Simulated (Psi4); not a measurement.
# SiNH4O− (SMILES N[SiH-]O): B97-3c/def2-mTZVP (density fitting)

Aim: a single-point energy of SiNH4O−. 

The calculation is run with Psi4 1.11.

5 further runs of the same task are left out: 2 that didn't finish, 3 set aside as unsound or not needed.

## 1. The molecule

The species is SiNH4O− (7 atoms), meant as a singlet with charge -1. SMILES: `N[SiH-]O`. The coordinates come from a GFN2-xTB relaxation. This is one conformer, not always the lowest.

Bond lengths: N1–Si2 1.835 Å, Si2–O3 1.697 Å, N1–H4 1.017 Å, N1–H5 1.016 Å, Si2–H6 1.554 Å, O3–H7 0.962 Å. Angles: N1–Si2–O3 100.2°, N1–Si2–H6 94.0°, O3–Si2–H6 101.8°, Si2–N1–H4 110.5°, Si2–N1–H5 109.5°, Si2–O3–H7 113.4°, H4–N1–H5 105.9°.

## 2. A single-point energy at B97-3c/def2-mTZVP (density fitting)

Contents of calc.py:

```python
import psi4

psi4.set_memory(1600000000)
psi4.set_num_threads(1)
psi4.set_output_file('run.log', False)

molecule = psi4.geometry("""
-1 1
N     -0.940250     0.080330    -0.489950
Si     0.408150     0.625000     0.628660
O      1.725490    -0.181570    -0.074880
H     -0.881470     0.565790    -1.381210
H     -1.837290     0.339730    -0.090590
H      0.007340    -0.353090     1.768080
H      1.518040    -1.076200    -0.360110
units angstrom
symmetry c1
no_reorient
no_com
""")

psi4.set_options({
    'screening': 'csam',
})

e, wfn = psi4.energy("b97-3c", return_wfn=True)
print(f'total energy {e:.8f} hartree = {e * 27.211386:.5f} eV')
```

Started as:

```console
$ python calc.py
```

What values should one expect? Wanted: total energy; HOMO energy; LUMO energy; HOMO–LUMO gap.

Answer, from the run:

At B97-3c/def2-mTZVP (density fitting):

| quantity | value |
| --- | --- |
| total energy | -421.79285 Eh |
| HOMO energy | 2.05 eV |
| LUMO energy | 4.93 eV |
| HOMO–LUMO gap (to an unbound level, set by the basis) | 2.88 eV |

The HOMO lies at positive energy, 2.05 eV, as semi-local functionals often give for anions; only total energies tell whether the electron is bound.
